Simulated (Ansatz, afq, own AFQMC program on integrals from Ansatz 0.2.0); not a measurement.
BSiH₄, doublet in 6-31G along one coordinate

```json
{"atom": "Si", "x (Å)": "0.0000", "y (Å)": "0.0000", "z (Å)": "0.5624"}
{"atom": "B", "x (Å)": "0.0000", "y (Å)": "0.0000", "z (Å)": "-1.3599"}
{"atom": "H", "x (Å)": "0.0000", "y (Å)": "1.2187", "z (Å)": "1.4093"}
{"atom": "H", "x (Å)": "0.0000", "y (Å)": "-1.2187", "z (Å)": "1.4093"}
{"atom": "H", "x (Å)": "0.0000", "y (Å)": "1.0370", "z (Å)": "-1.9521"}
{"atom": "H", "x (Å)": "0.0000", "y (Å)": "-1.0370", "z (Å)": "-1.9521"}
```

One side is turned about Si1–B2. Energies in kJ/mol count from this geometry (0.000 °) at the same level; the start stands on UHF, each point on the determinant named.

Basis 6-31G. Only valence electrons are correlated. Ansatz 0.2.0 and our own AFQMC program on the same integrals; the CISD trial comes from CCSD amplitudes, and released means the phaseless constraint is let go. Error bars are statistical, one sigma.

| twist about Si1–B2 / ° | det. | T1 | weight | ⟨S²⟩ | CCSD(T) | ph-AFQMC/CISD | released AFQMC | CCSDT(Q) | MP2 | HF |
| --- | --- | --- | --- | --- | --- | --- | --- | --- | --- | --- |
| 16.800 | UHF | 0.017 | 0.91 | 0.76 | 3.1 | 3.1 ± 0.8 | – | 3.1 | 3.5 | 3.7 |
| 43.500 | UHF | 0.022 | 0.91 | 0.76 | 21.9 | 21.4 ± 0.8 | 21.3 ± 0.8 | 21.7 | 24.0 | 24.0 |
| 120.000 | UHF | 0.027 | 0.90 | 0.76 | 42.0 | 41.5 ± 0.8 | 42.5 ± 1.0 | 41.8 | 45.2 | 43.1 |
| 180.000 | UHF | 0.017 | 0.91 | 0.76 | 0.0 | -0.2 ± 0.8 | 0.4 ± 0.9 | 0.0 | 0.0 | 0.0 |

Weight is that of the determinant in the CISD state; at the start T1 is 0.017 and the weight 0.91, and ⟨S²⟩ is 0.76. Symmetry can't show for every point that it stays on the start's state. A dash marks a missing value, a released energy that hasn't settled or a functional that sits on another state. Largest departures from CCSDT(Q), at the points where its series has closed: CCSD(T) 0.2 kJ/mol at 120.000 (on UHF), ph-AFQMC/CISD -0.3 kJ/mol at 43.500 (on UHF) (within the noise), released AFQMC 0.7 kJ/mol at 120.000 (on UHF) (within the noise), MP2 3.4 kJ/mol at 120.000 (on UHF), HF 2.3 kJ/mol at 43.500 (on UHF).

Some points may be missing: those where a free walk finds a much lower state, and past Zn most of those on another determinant than at the start.

CCSDT and higher add their correlation energy to the determinant of the CCSD(T) run, since their own runs factorise the integrals more tightly (a shift of under 2 meV). A walk keeps the symmetry of its determinant, which the program's search chose and which needn't be the lowest solution, so a lower state of the same spin and another symmetry isn't excluded. Released energies are given only where the last usable release times agree within the noise; a slower fall can still hide under it.
